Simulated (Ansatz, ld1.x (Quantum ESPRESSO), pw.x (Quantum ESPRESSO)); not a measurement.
## chromium (Cr): does the ultrasoft potential hold in the solid?

Cr (Z = 24), ultrasoft, made with ld1.x (Quantum ESPRESSO) 7.5 (PBEsol, scalar-relativistic). Core [Ne], reference 3s2 3p6 3d4 4s0 4p0 (charge +2). Waves: 3s (bound): rcut 1.25, rcutus 1.30 bohr; 4s (bound, empty): rcut 1.25, rcutus 1.30 bohr; 3p (bound): rcut 1.30, rcutus 1.65 bohr; 4p (bound, empty): rcut 1.30, rcutus 1.65 bohr; 3d (bound): rcut 1.65, rcutus 1.85 bohr; 3d channel at -1.35 Ry: rcut 1.65, rcutus 1.85 bohr. Local part: all-electron potential smoothed inside 1.85 bohr (lloc = -1). Core correction: none. Augmentation charge: PSQ, inside the norm-conserving radii.

Atomic tests: cutoffs needed: 35 Ry and 60 Ry (the cutoffs (Ry, on a coarse ladder) from which the occupation-weighted sum of valence levels, in a spherical-Bessel basis at the reference potential, stays within 10 and 1 mRy of its value at 400 Ry); ghost test: no extra level below or beside the all-electron valence levels (s, p, d, f tested) (spherical-Bessel basis up to 400 Ry, 20 bohr box); configuration tests: 1 of 7 tests not solved or not reliable.

Crystal test: diamond Cr in pw.x 7.5, no spin, 9³ k-points, Fermi–Dirac smearing 0.01 Ry, cutoffs 75/600 Ry. The reference is all-electron LAPW (Ansatz 0.2.0) with the same functional, mesh and smearing; V0 and B0 come from Birch–Murnaghan fits to the pressures at five volumes. Errors are pseudo minus all-electron; Δ is the rms difference of the E(V) curves that follow from these fits, minima aligned, over ±6 % about the mean V0. Mesh and smearing are coarse, so the numbers serve the comparison and aren't converged zero-temperature values; the lattice is a test structure that the element need not adopt. Spin polarisation and strong correlation are left out, which matters for this element.

| V (Å³/atom) | P all-electron (GPa) | P pseudo (GPa) |
| --- | --- | --- |
| 14.994 | 6.37 | 9.54 |
| 15.388 | 3.00 | 6.07 |
| 15.783 | 0.01 | 2.92 |
| 16.178 | -2.64 | 0.15 |
| 16.572 | -4.99 | -2.30 |

All-electron: a0 = 5.017 Å (V0 = 15.78 Å³/atom), B0 = 112.4 GPa.

Pseudopotential: mean pressure error (GPa): +2.93; a0 (Å): 5.061; a0 error (%): +0.87; B0 error (%): -5.1; Δ (meV/atom): 9.9. This is a poor potential for the solid. Atomic configuration tests: 1 of 7 tests not solved or not reliable.

Q: At the middle volume, how do free energy and pressure move when the wave cutoff is lowered (ecutrho held at 600 Ry)?

A:

```csv
cutoff (Ry),shift of F (meV/atom),shift of P (GPa)
34,+396.1,-8.45
45,+69.5,-3.63
60,+9.8,+0.13
```

Input at the middle volume:

```
&control
  calculation='scf', prefix='x', pseudo_dir='./', outdir='./tmp', tstress=.true., disk_io='none'
/
&system
  ibrav=0, nat=2, ntyp=1, ecutwfc=75, ecutrho=600, nbnd=23,
  occupations='smearing', smearing='fd', degauss=0.01
/
&electrons
  conv_thr=1e-09, mixing_beta=0.4, electron_maxstep=70
/
ATOMIC_SPECIES
Cr 1.0 Cr.UPF
CELL_PARAMETERS angstrom
  0.00000000 2.50839842 2.50839842
  2.50839842 0.00000000 2.50839842
  2.50839842 2.50839842 0.00000000
ATOMIC_POSITIONS crystal
Cr 0.0000 0.0000 0.0000
Cr 0.2500 0.2500 0.2500
K_POINTS automatic
9 9 9 0 0 0
```

```bash
pw.x < Cr.scf.in > Cr.scf.out
```

Lines of the output:

```
Message from routine setup:
     using ibrav=0 with symmetry is DISCOURAGED, use correct ibrav instead
     lattice parameter (alat)  =       6.7036  a.u.
     unit-cell volume          =     213.0179 (a.u.)^3
     number of electrons       =        28.00
     number of Kohn-Sham states=           23
     kinetic-energy cutoff     =      75.0000  Ry
     charge density cutoff     =     600.0000  Ry
     scf convergence threshold =      1.0E-09
     Exchange-correlation= PBESOL
     number of k points=    35  Fermi-Dirac smearing, width (Ry)=  0.0100
     iteration #  1     ecut=    75.00 Ry     beta= 0.40
     negative rho (up, down):  4.728E-01 0.000E+00
     total energy              =    -297.78914628 Ry
     estimated scf accuracy    <     116.43020643 Ry
     iteration #  2     ecut=    75.00 Ry     beta= 0.40
     negative rho (up, down):  2.447E-02 0.000E+00
     total energy              =    -348.53563962 Ry
     estimated scf accuracy    <      40.29573357 Ry
     iteration #  3     ecut=    75.00 Ry     beta= 0.40
     negative rho (up, down):  1.554E-02 0.000E+00
     total energy              =    -349.84707217 Ry
     estimated scf accuracy    <      10.54854264 Ry
     iteration #  4     ecut=    75.00 Ry     beta= 0.40
     negative rho (up, down):  3.329E-02 0.000E+00
     total energy              =    -352.11437423 Ry
     estimated scf accuracy    <       8.72237496 Ry
     iteration #  5     ecut=    75.00 Ry     beta= 0.40
     total energy              =    -348.51541690 Ry
     estimated scf accuracy    <      18.81644641 Ry
     iteration #  6     ecut=    75.00 Ry     beta= 0.40
     total energy              =    -347.43213676 Ry
     estimated scf accuracy    <       6.87679481 Ry
     iteration #  7     ecut=    75.00 Ry     beta= 0.40
     total energy              =    -347.78166555 Ry
     estimated scf accuracy    <       2.01418994 Ry
     iteration #  8     ecut=    75.00 Ry     beta= 0.40
     total energy              =    -348.52794509 Ry
     estimated scf accuracy    <       2.34398917 Ry
     [... 15 iterations left out ...]
     iteration # 24     ecut=    75.00 Ry     beta= 0.40
     total energy              =    -347.29445883 Ry
     estimated scf accuracy    <       0.00000186 Ry
     iteration # 25     ecut=    75.00 Ry     beta= 0.40
     total energy              =    -347.29445919 Ry
     estimated scf accuracy    <       0.00000075 Ry
     iteration # 26     ecut=    75.00 Ry     beta= 0.40
     total energy              =    -347.29445973 Ry
     estimated scf accuracy    <       0.00000259 Ry
     iteration # 27     ecut=    75.00 Ry     beta= 0.40
     total energy              =    -347.29445939 Ry
     estimated scf accuracy    <       0.00000144 Ry
     iteration # 28     ecut=    75.00 Ry     beta= 0.40
     total energy              =    -347.29445941 Ry
     estimated scf accuracy    <       0.00000022 Ry
     iteration # 29     ecut=    75.00 Ry     beta= 0.40
     total energy              =    -347.29445943 Ry
     estimated scf accuracy    <       0.00000002 Ry
     iteration # 30     ecut=    75.00 Ry     beta= 0.40
     total energy              =    -347.29445944 Ry
     estimated scf accuracy    <          1.2E-09 Ry
     iteration # 31     ecut=    75.00 Ry     beta= 0.40
     the Fermi energy is    12.8680 ev
!    total energy              =    -347.29445944 Ry
     estimated scf accuracy    <          7.6E-10 Ry
     smearing contrib. (-TS)   =      -0.01747107 Ry
     The total energy is F=E-TS. E is the sum of the following terms:
     one-electron contribution =    -189.06293057 Ry
     hartree contribution      =     103.89825783 Ry
     xc contribution           =     -39.37582152 Ry
     ewald contribution        =    -222.73649410 Ry
     convergence has been achieved in  31 iterations
          total   stress  (Ry/bohr**3)                   (kbar)     P=       29.25
     Message from routine punch:
     Nothing written, as per user request (disk_io='none')
```

The run at the middle volume (35 k-points, 31 iterations) took about 1.9 min on one core of a shared host (Neoverse-V1, 64 threads, 251 GiB, load 32).
